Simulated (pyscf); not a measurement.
`[F][Au]` + `[SiH4]` → `[AuH]` + `[F][SiH3]` (four-centre exchange; singlet surface; Au–F, H–Si broken, Au–H, F–Si formed). Optimised with ωB97X-D3(BJ)/def2-SVP in PySCF. Energies in eV from the separated reactants.

```
level                   barrier  reaction energy
----------------------  -------  ---------------
ωB97X-D3(BJ)/def2-TZVP    -0.11            -2.38
PBE/def2-TZVP              0.05            -2.54
B3LYP-D3(BJ)/def2-TZVP     0.06            -2.57
PBE0-D3(BJ)/def2-TZVP     -0.02            -2.57
M06-2X/def2-TZVP          -0.04            -2.61
ωB97M-D3(BJ)/def2-TZVP    -0.03            -2.45
```

On the reactant side the descent ends in a complex, 0.18 eV under the separated species and 0.07 eV under the saddle at ωB97X-D3(BJ)/def2-TZVP. On the product side the descent ends in a bound adduct (not fully relaxed), 0.48 eV under the separated species and 2.75 eV under the saddle at ωB97X-D3(BJ)/def2-TZVP. At ωB97X-D3(BJ)/def2-TZVP, PBE0-D3(BJ), M06-2X, ωB97M-D3(BJ) the saddle lies under the separated reactants, which points to a path from their complex (located at ωB97X-D3(BJ) alone). The reactants may also form a dative adduct at F–Au; it and routes through it were not searched. One saddle was located; it need not be the lowest between these sides. Elements past Kr carry the def2 core potentials, without spin-orbit coupling.
